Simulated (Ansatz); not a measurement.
Correlation energies of C2H3F3 (`CC(F)(F)F`) by basis set

```xyz
8

C     0.6395   -0.3330   -0.3467
C    -0.5570    0.2901    0.3020
F    -0.2085    1.2537    1.1671
F    -1.3775    0.8485   -0.6000
F    -1.2779   -0.6108    0.9855
H     1.2762   -0.7728    0.4197
H     1.1939    0.4316   -0.8890
H     0.3113   -1.1073   -1.0387
```

Total charge 0; spin multiplicity 1. The structure was optimised at the PBE0-D4/def2-TZVP level. Frozen core, restricted reference, Ansatz. CBS rows extrapolate triple and quadruple zeta; past MP2 they add the triple-zeta difference.

```json
{"basis": "def2-SVP", "HF (Eh)": "-375.52428", "MP2 corr.": "-0.82438", "CCSD corr.": "-0.85172", "(T)": "-0.01740", "CCSD(T) total": "-376.39340"}
{"basis": "def2-TZVPP", "HF (Eh)": "-375.98722", "MP2 corr.": "-1.07838", "CCSD corr.": "-1.09603", "(T)": "-0.03502", "CCSD(T) total": "-377.11827"}
{"basis": "def2-QZVPP", "HF (Eh)": "-376.00365", "MP2 corr.": "-1.17312", "CCSD corr.": "–", "(T)": "–", "CCSD(T) total": "–"}
{"basis": "CBS(def2)", "HF (Eh)": "-376.00591", "MP2 corr.": "-1.24330", "CCSD corr.": "-1.26095", "(T)": "as TZ", "CCSD(T) total": "-377.30188"}
```
